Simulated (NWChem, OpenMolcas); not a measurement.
**PN (phosphorus nitride): methods side by side**

PN has 2 atoms, charge 0, and is taken as a singlet. SMILES: `N#P`. The bond length is the measured one.

```tsv
atom	x (Å)	y (Å)	z (Å)
N	0.0000	0.0000	0.0000
P	0.0000	0.0000	1.4909
```

Quantity: the dipole moment, in D. The values are calculated.

**The experiment to reproduce.** NIST CCCBDB gives the dipole moment of the gas as 2.75 D.

| level | kind | program | value (D) | computed − measured | CPU time |
| --- | --- | --- | --- | --- | --- |
| HF/aug-cc-pVTZ | Hartree–Fock | OpenMolcas | 3.24 | +0.49 | 6.8 s |
| BLYP/aug-cc-pVTZ | GGA | OpenMolcas | 2.74 | -0.01 | 18 s |
| PBE/aug-cc-pVTZ | GGA | OpenMolcas | 2.67 | -0.08 | 18 s |
| revPBE/aug-cc-pVTZ | GGA | OpenMolcas | 2.63 | -0.12 | 18 s |
| r2SCAN/aug-cc-pVTZ | meta-GGA | NWChem | 2.72 | -0.03 | 55 s |
| BHLYP/aug-cc-pVTZ | global hybrid | OpenMolcas | 3.05 | +0.30 | 18 s |
| PBE0/aug-cc-pVTZ | global hybrid | NWChem | 2.83 | +0.08 | 48 s |
| CAM-B3LYP/aug-cc-pVTZ | range-separated hybrid | NWChem | 2.99 | +0.24 | 4.7 min |

Nearest: BLYP/aug-cc-pVTZ (-0.01 D); farthest: HF/aug-cc-pVTZ (+0.49 D). The measured dipole is a vibrational average, so differences of a few hundredths of a debye mean little. Computed less measured by kind, in D (aug-cc-pVTZ rows): Hartree–Fock +0.49; GGA -0.12 to -0.01; meta-GGA -0.03; global hybrid +0.08 to +0.30; range-separated hybrid +0.24. CPU times are rough (shared hosts, several kinds of processor): they show what a rung costs within a factor of a few.
